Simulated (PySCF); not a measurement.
## Ionisation energy of Be by level of theory

Be [He] 2s2 (1S) → Be⁺ [He] 2s1 (2S), as a difference of total energies. Calculation: PySCF 2.14, in Sapporo-DZP-2012 (4s2p, 10 functions); the spin-free X2C one-electron Hamiltonian (Gaussian nucleus). Correlated levels: valence: 1s2 frozen. The calculations carry no spin-orbit coupling.

| method | ionisation energy (eV) |
| --- | --- |
| UHF | 8.041 |
| MN15 | 8.952 |
| M06-L | 8.868 |
| MP2 (valence) | 8.661 |
| SCS-MP2 (valence) | 8.785 |
| CCSD (valence) | 9.252 |

Errors of the correlated levels include the incompleteness of this basis and the frozen core.

With two correlated electrons CCSD is exact in that space.

The coupled-cluster amplitudes are large for Be (T1 above 0.03 or a double amplitude above 0.15), so a single reference is strained.

Task: Which method comes closest to the reference value, and which is furthest?

Result: The reference is 9.323 eV (measured; NIST Atomic Spectra Database, ionization energies). Closest: CCSD (valence) (error -0.071 eV); furthest: UHF (error -1.282 eV).
